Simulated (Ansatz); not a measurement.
# SiNH2Cl (SMILES N[Si]Cl): levels of theory compared

Aim: a comparison of 6 runs (BHLYP/STO-3G, HSE06/STO-3G, SVWN5/STO-3G, CCSDT(Q)/STO-3G, CCSD(T)/STO-3G, UCCSD(T)/STO-3G) of SiNH2Cl. 

The calculation is run with Ansatz 0.2.0.

66 further runs of the same task are left out: 66 set aside as unsound or not needed.

## Step 1: The structure to begin with

SiNH2Cl has 5 atoms, charge 0, and is taken as a singlet. SMILES: `N[Si]Cl`. The H4–N1 distance was set to 2.523 Å, away from the relaxed value. At this shape a bond of the SMILES string is far longer than usual.

Bond lengths: N1–Si2 1.701 Å, Si2–Cl3 2.104 Å, N1–H5 1.010 Å. Angles: N1–Si2–Cl3 98.2°, Si2–N1–H5 126.0°.

## Step 2: The energy at BHLYP/STO-3G (run 1)

molecule.yaml

```yaml
crystal:
  periodic: [false, false, false]
  atoms:
    - {symbol: "N", position_ang: [0.339459, -0.849426, -0.243650]}
    - {symbol: Si, position_ang: [0.371459, -1.774626, 1.182850]}
    - {symbol: Cl, position_ang: [1.136659, -3.557326, 0.367550]}
    - {symbol: H, position_ang: [-0.473300, 1.538600, -0.227400]}
    - {symbol: H, position_ang: [0.626259, -1.162226, -1.159750]}
basis:
  gaussian:
    orbitals: STO-3G
hamiltonian:
  xc: {name: BHLYP}
total_charge: 0
accuracy: high
```

Started as:

```
$ ansatz run molecule.yaml --threads 1 --pin off --max-ram 2610MiB --events-out events.jsonl --progress --plain --runs-dir runs
```

The program printed:

```text
Warning: RAYON_NUM_THREADS=1 ignored (pool sized by the plan → 1); use --threads N
Functional definition: BHLYP
  name "BHLYP"
  parameter a = 0.5
  exchange = (1 - a)*b88_x + a*exact_x
  correlation = lyp_c
453 factors; integrals over basis functions are off by at most 1.1e-8 eV
mean field evaluation 1: about -21662.0877 eV, gradient 3.3e1 eV
mean field evaluation 2: about -21633.9327 eV, gradient 9.0e1 eV
mean field evaluation 4: about -21667.3371 eV, gradient 3.9e0 eV
mean field evaluation 8: about -21667.4117 eV, gradient 1.6e-1 eV
mean field evaluation 16: about -21667.4244 eV, gradient 9.0e-5 eV
mean field -21667.42437777 eV, -796.2631591752 hartree, gradient 1.6e-8 eV, S^2 0.000000; 0 other end points of the search recorded, 0 dependent functions left out
reference -21667.42439893 eV, -796.2631599530 hartree; 20, 20 occupied and 5, 5 virtual orbitals, 453 factors
Total energy: -21667.42439893 eV, -796.2631599530 hartree
```

Run time: 1.7 s. Hardware: 1 thread of Arm Neoverse V1, shared host; peak memory 0.1 GiB.

## Step 3: A single-point energy at HSE06/STO-3G (run 2)

run.yaml

```yaml
basis:
  gaussian:
    orbitals: STO-3G
crystal:
  periodic: [false, false, false]
  atoms:
    - {symbol: "N", position_ang: [0.339459, -0.849426, -0.243650]}
    - {symbol: Si, position_ang: [0.371459, -1.774626, 1.182850]}
    - {symbol: Cl, position_ang: [1.136659, -3.557326, 0.367550]}
    - {symbol: H, position_ang: [-0.473300, 1.538600, -0.227400]}
    - {symbol: H, position_ang: [0.626259, -1.162226, -1.159750]}
magnetization:
  spin_polarized: false
hamiltonian:
  xc: hse06
accuracy: high
```

Started as:

```
$ ansatz run run.yaml --threads 1 --pin off --max-ram 2610MiB --events-out events.jsonl --progress --plain --runs-dir runs
```

The program printed:

```text
Warning: RAYON_NUM_THREADS=1 ignored (pool sized by the plan → 1); use --threads N
Functional definition: HSE06
  name "HSE06"
  parameter a = 0.25
  parameter omega = 0.11/bohr
  exchange = pbe_x - a*pbe_x_sr(omega) + a*exact_x_sr(omega)
  correlation = pbe_c
453 factors; integrals over basis functions are off by at most 1.1e-8 eV
67 factors; integrals over basis functions are off by at most 1.3e-9 eV
mean field evaluation 1: about -21653.5587 eV, gradient 3.6e1 eV
mean field evaluation 2: about -21595.5494 eV, gradient 1.1e2 eV
mean field evaluation 4: about -21654.7316 eV, gradient 2.1e1 eV
mean field evaluation 8: about -21656.8333 eV, gradient 2.0e1 eV
mean field evaluation 16: about -21659.6453 eV, gradient 7.5e-2 eV
mean field -21659.64544001 eV, -795.9772884853 hartree, gradient 4.0e-8 eV, S^2 0.000000; 1 other end points of the search recorded, 0 dependent functions left out
reference -21659.64544206 eV, -795.9772885606 hartree; 20, 20 occupied and 5, 5 virtual orbitals, 453 factors
Total energy: -21659.64544206 eV, -795.9772885606 hartree
```

Run time: 2.3 s. Hardware: 1 thread of Arm Neoverse V1, shared host; peak memory 0.093 GiB.

Runs 3 to 4 aren't shown in full; the table further down has their settings and results.

## Step 4: A single-point energy at CCSD(T)/STO-3G (run 5)

run.yaml

```yaml
crystal:
  periodic: [false, false, false]
  atoms:
    - {symbol: N, position_ang: [0.339459, -0.849426, -0.243650]}
    - {symbol: Si, position_ang: [0.371459, -1.774626, 1.182850]}
    - {symbol: Cl, position_ang: [1.136659, -3.557326, 0.367550]}
    - {symbol: H, position_ang: [-0.473300, 1.538600, -0.227400]}
    - {symbol: H, position_ang: [0.626259, -1.162226, -1.159750]}
basis:
  gaussian:
    orbitals: STO-3G
correlation:
  method: ccsd_t
  frozen_orbitals: {Cl: 5, H: 0, "N": 1, Si: 5}
accuracy: high
scf:
  omitted_lower_state_checks: [cluster_reference, increment]
```

Started as:

```
$ ansatz run run.yaml --threads 1 --pin off --max-ram 2610MiB --events-out events.jsonl --progress --plain --runs-dir runs
```

The program printed:

```text
Warning: RAYON_NUM_THREADS=1 ignored (pool sized by the plan → 1); use --threads N
[... 12 lines left out ...]
11 core orbitals not correlated: weight in the atoms' cores, before any rotation towards them, 1.000 or more for the frozen orbitals, at most 0.000 for the correlated occupied ones
[... 38 lines left out ...]
WARN: these amplitudes may be one of several solutions (largest doubles amplitude 0.67, level shift 10.51 eV)
Total energy: -21634.35885282 eV, -795.0480235461 hartree
Checks for a lower state left out: cluster_reference, increment
```

Wall time 0.34 s (1 thread of Arm Neoverse V1, shared host).

## Step 5: The energy at UCCSD(T)/STO-3G (run 6)

input.yaml

```yaml
crystal:
  periodic: [false, false, false]
  atoms:
    - {symbol: N, position_ang: [0.339459, -0.849426, -0.243650]}
    - {symbol: Si, position_ang: [0.371459, -1.774626, 1.182850]}
    - {symbol: Cl, position_ang: [1.136659, -3.557326, 0.367550]}
    - {symbol: H, position_ang: [-0.473300, 1.538600, -0.227400]}
    - {symbol: H, position_ang: [0.626259, -1.162226, -1.159750]}
basis:
  gaussian:
    orbitals: STO-3G
scf:
  omitted_lower_state_checks: [cluster_reference, increment]
accuracy: high
correlation:
  method: ccsd_t
  frozen_orbitals: {Cl: 5, H: 0, "N": 1, Si: 5}
magnetization:
  spin_polarized: true
```

Started as:

```
$ ansatz run input.yaml --threads 1 --pin off --max-ram 2610MiB --events-out events.jsonl --progress --plain --runs-dir runs
```

The program printed:

```text
Warning: RAYON_NUM_THREADS=1 ignored (pool sized by the plan → 1); use --threads N
[... 17 lines left out ...]
11 core orbitals not correlated: weight in the atoms' cores, before any rotation towards them, 1.000 or more for the frozen orbitals, at most 0.000 for the correlated occupied ones
[... 73 lines left out ...]
Total energy: -21634.23308060 eV, -795.0434015022 hartree
Checks for a lower state left out: cluster_reference, increment
```

It took 1.9 s on 1 thread of Arm Neoverse V1, shared host.

## Step 6: All runs side by side

| run | level | frozen core orbitals | energy (Eh) | wall time |
| --- | --- | --- | --- | --- |
| 1 | BHLYP/STO-3G | – | -796.263160 | 1.7 s |
| 2 | HSE06/STO-3G | – | -795.977289 | 2.3 s |
| 3 | SVWN5/STO-3G | – | -793.156538 | 1.9 s |
| 4 | CCSDT(Q)/STO-3G | 11 | -795.047454 | 0.83 s |
| 5 | CCSD(T)/STO-3G | 11 | -795.048024 | 0.34 s |
| 6 | UCCSD(T)/STO-3G | 11 | -795.043402 | 1.9 s |

## Step 7: Outcome

```
                                           quantity          value
                                run 6: total energy  -795.04340 Eh
run 6: correlation energy (11 core orbitals frozen)      -93.8 mEh
                              run 6: (T) correction      -4.65 mEh
           run 6: ⟨S²⟩ of the reference determinant          1.002
                               run 6: T1 diagnostic          0.025
```

In words: Totals of different functionals can't be ranked against each other. In runs 4, 5 the log says that unrestricted orbitals would lower the reference, so the values rest on an unstable closed-shell determinant (other closed-shell runs at this shape may share the fault). In runs 1, 2, 3, 4, 5, 6 the basis is minimal, so the values are rough. In runs 1, 2, 3, 5 a closed-shell determinant meets a far-stretched bond, which it describes badly. Spin contamination of the reference: run 6 ⟨S²⟩ = 1.00. Where it is this large, the reference is a mixture of spin states, and values that rest on it are in doubt. All runs together took 9 s, the longest 2.3 s.
